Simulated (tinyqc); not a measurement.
Orbital energy against energy difference: ionisation energy by orbital energies and by energy differences in the 6-31g* basis, for HF, spin multiplicity 1. Computed by the program tinyqc with PySCF. The cation is unrestricted; errors are against CCSD(T) in this basis, not against experiment.

Geometry (angstrom):
```
atom,x,y,z
F,0.0000,0.0000,0.0000
H,0.0000,0.0000,0.8570
```

CCSD(T) difference in the same basis = 15.7260 eV

IP-EOM-CCSD = 15.4143 eV

First vertical ionisation energy (eV):
```
method,-e(HOMO),E(cation) - E,error of -e(HOMO),error of the difference
HF,17.282,14.44755,1.556,-1.278
LDA,8.458,16.38367,-7.268,0.658
B3LYP,10.412,16.03356,-5.314,0.308
PBE0,10.865,15.91444,-4.861,0.188
CAM-B3LYP,12.366,16.02514,-3.360,0.299
LC-wPBE,13.709,16.09226,-2.017,0.366
```

Estimate the missing row, method = PBE.

Computed row:
```
method  -e(HOMO)  E(cation) - E  error of -e(HOMO)  error of the difference
PBE        8.339       15.96810             -7.387                    0.242
```

Koopmans errs by +1.56 eV and Delta-HF by -1.28 eV: relaxation, 2.83 eV, lowers the value and the missing correlation difference works against it. The PBE level is off by -7.4 eV through the wrong tail of its potential, though its energy difference is off by +0.24 eV; exact exchange deepens the level, and among the orbital energies HF comes closest; among the differences PBE0 does.
